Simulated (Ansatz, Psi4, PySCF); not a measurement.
Species: aziridine, C2H5N, net charge 0, singlet state. SMILES: N1CC1
Structure (B3LYP-D3(BJ)/def2-TZVP (Ansatz, a program for electronic structure) minimum search):
```xyz
8

C     -0.0266    -0.3964     0.7404
N     -0.0403     0.8719     0.0001
C     -0.0474    -0.3972    -0.7389
H      0.8868     1.2834    -0.0132
H     -0.9333    -0.6098     1.2927
H     -0.9693    -0.6112    -1.2653
H      0.8882    -0.7010     1.2359
H      0.8531    -0.7023    -1.2597
```

Property: vertical triplet-singlet gap, E(triplet) - E(singlet), in eV. Conventions: frozen cores in correlated levels; no dispersion term unless named; UHF or UKS for open shells; 6-31G* and kin with 6d, 5d where marked; each state is the SCF solution reached for its charge and spin; non-relativistic; no spin-orbit coupling; 6-311+G** with 5d. First-principles rows: single points at B3LYP-D3(BJ) geometries (Ansatz). Levels can end on unlike triplets.

```csv
level,program,"vertical triplet-singlet gap, E(triplet) - E(singlet) (eV)"
HF/6-31G*,Ansatz,7.40
PBE/6-31G*,Ansatz,7.18
B3LYP/STO-3G,Ansatz,8.74
B3LYP/3-21G,Ansatz,7.57
B3LYP/6-31G*,Ansatz,7.40
B3LYP/6-311+G**,Ansatz,6.21
M06-2X/6-31G* (5d),PySCF,7.77
wB97X-D/6-31G*,Psi4,8.20
MP2/6-31G*,Ansatz,8.00
PBE/def2-TZVPD,Ansatz,6.09
B3LYP/def2-TZVPD,Ansatz,6.26
```

No value to compare with is used here. The 9 habitual levels span 6.21 (B3LYP/6-311+G**) to 8.74 eV (B3LYP/STO-3G); PBE/def2-TZVPD gives 6.09.

The levels are drawn from those run, B3LYP/6-31G* more often than the rest, none by its result; runs whose electronic state is in doubt are left out.
